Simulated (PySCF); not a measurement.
All values below come from PBE-D3(BJ)/def2-TZVP // PBE0-D3(BJ)/def2-TZVP run with PySCF. Gas-phase values, no solvent. 

Reference species (SMILES): `C=[SiH]` (neutral, multiplicity 2).

```json
{
  "dipole_moment": "0.50 D"
}
```

Changed species: `[CH3]` (radical fragment; the reference has radical fragment).

### Question
Give the shifts of the dipole moment.

### Answer
the dipole moment falls by 0.50 D, to 0.00 D.
